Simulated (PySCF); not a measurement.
# Stretching BH

Set-up: PySCF, no relativity, basis sets B def2-TZVP, H def2-TZVP. Energies in eV from B + H in their ground configurations at the same level. State: ¹Σ⁺ (singlet), closed shell.

All columns are PBE0. A positive dipole means B(−)H(+).

```json
{"R (Å)": "1.067", "E (eV)": "-3.109", "μ (D)": "2.06", "Mulliken charge on B (basis-dependent)": "-0.09", "HOMO (eV)": "-6.50", "LUMO (eV)": "-2.29", "Mayer bond order": "0.84", "⟨S²⟩": "0.00"}
{"R (Å)": "1.117", "E (eV)": "-3.312", "μ (D)": "1.94", "Mulliken charge on B (basis-dependent)": "-0.08", "HOMO (eV)": "-6.55", "LUMO (eV)": "-2.30", "Mayer bond order": "0.85", "⟨S²⟩": "0.00"}
{"R (Å)": "1.167", "E (eV)": "-3.430", "μ (D)": "1.80", "Mulliken charge on B (basis-dependent)": "-0.06", "HOMO (eV)": "-6.60", "LUMO (eV)": "-2.31", "Mayer bond order": "0.87", "⟨S²⟩": "0.00"}
{"R (Å)": "1.204", "E (eV)": "-3.475", "μ (D)": "1.70", "Mulliken charge on B (basis-dependent)": "-0.05", "HOMO (eV)": "-6.64", "LUMO (eV)": "-2.33", "Mayer bond order": "0.88", "⟨S²⟩": "0.00"}
{"R (Å)": "1.241", "E (eV)": "-3.488", "μ (D)": "1.59", "Mulliken charge on B (basis-dependent)": "-0.04", "HOMO (eV)": "-6.67", "LUMO (eV)": "-2.34", "Mayer bond order": "0.89", "⟨S²⟩": "0.00"}
{"R (Å)": "1.278", "E (eV)": "-3.476", "μ (D)": "1.47", "Mulliken charge on B (basis-dependent)": "-0.03", "HOMO (eV)": "-6.71", "LUMO (eV)": "-2.36", "Mayer bond order": "0.89", "⟨S²⟩": "0.00"}
{"R (Å)": "1.328", "E (eV)": "-3.428", "μ (D)": "1.31", "Mulliken charge on B (basis-dependent)": "-0.02", "HOMO (eV)": "-6.76", "LUMO (eV)": "-2.38", "Mayer bond order": "0.90", "⟨S²⟩": "0.00"}
{"R (Å)": "1.390", "E (eV)": "-3.328", "μ (D)": "1.11", "Mulliken charge on B (basis-dependent)": "0.00", "HOMO (eV)": "-6.82", "LUMO (eV)": "-2.42", "Mayer bond order": "0.92", "⟨S²⟩": "0.00"}
{"R (Å)": "1.464", "E (eV)": "-3.166", "μ (D)": "0.85", "Mulliken charge on B (basis-dependent)": "0.01", "HOMO (eV)": "-6.88", "LUMO (eV)": "-2.47", "Mayer bond order": "0.93", "⟨S²⟩": "0.00"}
{"R (Å)": "1.564", "E (eV)": "-2.904", "μ (D)": "0.51", "Mulliken charge on B (basis-dependent)": "0.03", "HOMO (eV)": "-6.93", "LUMO (eV)": "-2.54", "Mayer bond order": "0.94", "⟨S²⟩": "0.00"}
```

A fit through these points gives, at Re = 1.241 Å, μ = 1.59 D and dμ/dR = -3.02 D/Å; the reduced mass is 0.9233 u.

Q: How strong is the fundamental in the double-harmonic approximation, I = 42.26·(dμ/dR)²/μred km/mol?

A: I = 42.26·(-3.02)²/0.9233 = 417 km/mol at PBE0.
